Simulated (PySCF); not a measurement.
## Where the electron goes

C3H8FO (charge +1).
Numbering: `[CH3:1][O+:2]([CH3:3])[CH2:4][F:5]` (hydrogens: H6, H7, H8 on C1; H9, H10, H11 on C3; H12, H13 on C4)

Structure used (PBE0-D3(BJ)/def2-SVP), in Å, numbered top down from 1:
```
atom  x, y, z in Å
C1    -0.9707   -0.9394   -0.5537
O2    -0.0622   -0.1880    0.3239
C3    -0.5092    1.1709    0.6614
C4     1.3593   -0.3205    0.0183
F5     1.6021    0.3149   -1.1163
H6    -1.9577   -0.8944   -0.0823
H7    -0.9661   -0.4794   -1.5502
H8    -0.5993   -1.9695   -0.5751
H9    -1.5119    1.0661    1.0882
H10    0.1922    1.5500    1.4121
H11   -0.5062    1.7837   -0.2490
H12    1.5412   -1.4007   -0.0673
H13    1.8851    0.1388    0.8667
```

Theory: PySCF, TDDFT B3LYP/def2-SVPD, vertical, gas phase, core orbitals frozen in the response.

Kohn–Sham orbitals with the atoms that hold most of them (Löwdin shares over 4%, at most four atoms; ? is withheld):

| orbital | ε (eV) | atoms |
| --- | --- | --- |
| LUMO+2 | -3.45 | O2 18%, F5 12%, H12 11%, H13 11% |
| LUMO+1 | -4.15 | C1 14%, C3 14%, C4 14%, O2 8% |
| LUMO | -4.92 | C1 18%, C3 17%, O2 17%, C4 13% |
| HOMO | ? | ? |
| HOMO-1 | -15.67 | ? |
| HOMO-2 | -16.76 | F5 46%, O2 14%, C4 9%, C3 7% |
| HOMO-3 | -16.88 | C1 25%, C3 25%, H10 12%, H8 12% |

Task: Give the leading atoms of the HOMO-1.

Result: F5 (bonded to C) 48%; C4 (bonded to F, O and 2 H) 22%; H12 (bonded to C) 10%; H13 (bonded to C) 10%. By element: fluorine 48%, carbon 22% or more, hydrogen 20% or more.

Task: Give the leading atoms of the HOMO.

Result: O2 (bonded to 3 C) 44%; C1 (bonded to O and 3 H) 12%; C3 (bonded to O and 3 H) 12%; H7 (bonded to C) 8%. By element: oxygen 44%, carbon 25% or more, hydrogen 8% or more.

Task: What is the HOMO energy, and the HOMO–LUMO gap?

Result: ε(HOMO) = -15.38 eV; the gap is 10.46 eV (0.3844 hartree).

Task: The HOMO–LUMO gap is 10.46 eV. Where does the response calculation put the lowest singlet, and from which orbitals?

Result: S1 is at 9.14 eV (f = 0.0005), 1.32 eV below the gap, made of HOMO→LUMO (99%). 

Task: Give energy, strength and leading configuration of S1, S2, S3 and S4, and follow the Löwdin shares of the leading atoms from the occupied to the empty orbital.

Result: 
- S1 (9.14 eV, f 0.0005), HOMO→LUMO (99%): O2 44% → 17%, C1 12% → 18%, C3 12% → 17%
- S2 (9.49 eV, f 0.0000), HOMO-1→LUMO (97%): F5 48% → at most 13%, C4 22% → 13%, C1 at most 9% → 18%, C3 at most 9% → 17%
- S3 (10.24 eV, f 0.030), HOMO→LUMO+1 (99%): O2 44% → 8%, C1 12% → 14%, C3 12% → 14%
- S4 (10.46 eV, f 0.0088), HOMO-1→LUMO+1 (87%): F5 48% → at most 8%, C4 22% → 14%, C1 at most 9% → 14%, C3 at most 9% → 14%

Löwdin shares depend on the basis, the more so with diffuse functions.

One conformer stands for the species.
